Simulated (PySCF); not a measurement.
Screening by computed properties: pick the candidate that meets the target.

Each SMILES stands for a single optimised conformer of the isolated species (atoms past krypton carry core potentials, spin–orbit coupling is left out); the electronic structure was computed with PySCF and density fitting.

The conformers computed, where there is a choice (atom-mapped SMILES and torsion angles):
- `[CH3:1][CH2:2][O:3][GaH:4][CH2:5][SiH3:6]`: C1–C2–O3–Ga4 -3°, C2–O3–Ga4–C5 -179°, O3–Ga4–C5–Si6 22°
- `[CH2:1]=[CH:2][c:3]1[cH:4][cH:5][cH:6][c:7]([NH:8][CH3:9])[cH:10]1`: C1–C2–C3–C4 0°, C6–C7–N8–C9 -173°
- `[SiH3:1][O:2][GeH2:3][SH:4]`: Si1–O2–Ge3–S4 27°, H–S4–Ge3–O2 71°
- `[Cl:1][CH:2]([Cl:3])[C:4]1=[CH:5][CH:6]=[CH:7][CH:8]=[CH:9][CH2:10]1`: Cl1–C2–C4–C5 -117°

**Question.** Wanted: lowest singlet excitation between 5 eV and 5.8 eV (TDDFT CAM-B3LYP/def2-SVPD) and electronic spatial extent ⟨r²⟩ about the centre of nuclear charge above 800 bohr² (CAM-B3LYP/def2-SVPD), at PBE0-D3(BJ)/def2-SVP geometries. Which candidate meets both?
A. `C1(CC1)Cl` (C3H5Cl)
B. `N#CC(C#N)C#N` (C4HN3)
C. `[SiH3][O][GeH2][SH]` (GeH6OSSi)
D. `Cl` (HCl)
E. `C=Cc1cccc(NC)c1` (C9H11N)
F. `CC[O][GaH][CH2][SiH3]` (C3H11GaOSi)

**Answer.** F. Computed values:
```
                           species  lowest singlet excitation  electronic spatial extent ⟨r²⟩ about the centre of nuclear charge
          C=Cc1cccc(NC)c1 (C9H11N)                    4.29 eV                                                         1737 bohr²
CC[O][GaH][CH2][SiH3] (C3H11GaOSi)                    5.53 eV                                                         1455 bohr²
    [SiH3][O][GeH2][SH] (GeH6OSSi)                    6.03 eV                                                          925 bohr²
                C1(CC1)Cl (C3H5Cl)                    6.95 eV                                                          377 bohr²
              N#CC(C#N)C#N (C4HN3)                    7.46 eV                                                          722 bohr²
                          Cl (HCl)                    7.65 eV                                                           35 bohr²
```

**Question.** Wanted: static isotropic polarisability above 90 au (CAM-B3LYP/def2-SVPD) and smallest rotational constant below 0.7 GHz (PBE0-D3(BJ)/def2-SVP), at PBE0-D3(BJ)/def2-SVP geometries. Which candidate meets both?
A. `[SiH3][O][GeH2][SH]` (GeH6OSSi)
B. `ClC1CC1` (C3H5Cl)
C. `CC[O][GaH][CH2][SiH3]` (C3H11GaOSi)
D. `Cl` (HCl)
E. `c1c(cccc1C=C)NC` (C9H11N)

**Answer.** E. Computed values:
| species | static isotropic polarisability | smallest rotational constant |
| --- | --- | --- |
| Cl (HCl) | 17.3 au | 312.319 GHz |
| ClC1CC1 (C3H5Cl) | 48.7 au | 3.609 GHz |
| [SiH3][O][GeH2][SH] (GeH6OSSi) | 81.2 au | 1.243 GHz |
| CC[O][GaH][CH2][SiH3] (C3H11GaOSi) | 97.5 au | 0.810 GHz |
| c1c(cccc1C=C)NC (C9H11N) | 122.4 au | 0.656 GHz |

**Question.** Wanted: HOMO energy between -9.2 eV and -8.9 eV (CAM-B3LYP/def2-SVPD) and HOMO–LUMO gap below 11.9 eV (CAM-B3LYP/def2-SVPD), at PBE0-D3(BJ)/def2-SVP geometries. Which candidate meets both?
A. `ClC(Cl)C1=CC=CC=CC1` (C8H8Cl2)
B. `CC[O][GaH][CH2][SiH3]` (C3H11GaOSi)
C. `C([O][BiH2])C` (C2H7BiO)
D. `Cl` (HCl)
E. `C=Cc1cccc(NC)c1` (C9H11N)
F. `N#CC(C#N)C#N` (C4HN3)
G. `ClC1CC1` (C3H5Cl)

**Answer.** B. Computed values:
| species | HOMO energy | HOMO–LUMO gap |
| --- | --- | --- |
| N#CC(C#N)C#N (C4HN3) | -12.29 eV | 12.03 eV |
| Cl (HCl) | -10.97 eV | 11.69 eV |
| ClC1CC1 (C3H5Cl) | -9.25 eV | 10.75 eV |
| CC[O][GaH][CH2][SiH3] (C3H11GaOSi) | -9.09 eV | 9.04 eV |
| C([O][BiH2])C (C2H7BiO) | -8.62 eV | 8.24 eV |
| ClC(Cl)C1=CC=CC=CC1 (C8H8Cl2) | -7.89 eV | 7.29 eV |
| C=Cc1cccc(NC)c1 (C9H11N) | -6.82 eV | 6.95 eV |

**Question.** Wanted: vertical ionisation energy below 9.4 eV (ΔSCF CAM-B3LYP/def2-SVPD) and dipole moment below 2.4 D (CAM-B3LYP/def2-SVPD), at PBE0-D3(BJ)/def2-SVP geometries. Which candidate meets both?
A. `N#CC(C#N)C#N` (C4HN3)
B. `ClC1CC1` (C3H5Cl)
C. `[SiH3][O][GeH2][SH]` (GeH6OSSi)
D. `Cl` (HCl)
E. `[O]([GaH][CH2][SiH3])CC` (C3H11GaOSi)
F. `[CH2]=[Nb]([Br])([Br])[Br]` (CH2Br3Nb)

**Answer.** F. Computed values:
| species | vertical ionisation energy | dipole moment |
| --- | --- | --- |
| [CH2]=[Nb]([Br])([Br])[Br] (CH2Br3Nb) | 8.94 eV | 1.41 D |
| [O]([GaH][CH2][SiH3])CC (C3H11GaOSi) | 9.77 eV | 1.81 D |
| [SiH3][O][GeH2][SH] (GeH6OSSi) | 10.03 eV | 0.95 D |
| ClC1CC1 (C3H5Cl) | 10.30 eV | 2.03 D |
| Cl (HCl) | 12.86 eV | 1.17 D |
| N#CC(C#N)C#N (C4HN3) | 13.30 eV | 2.82 D |
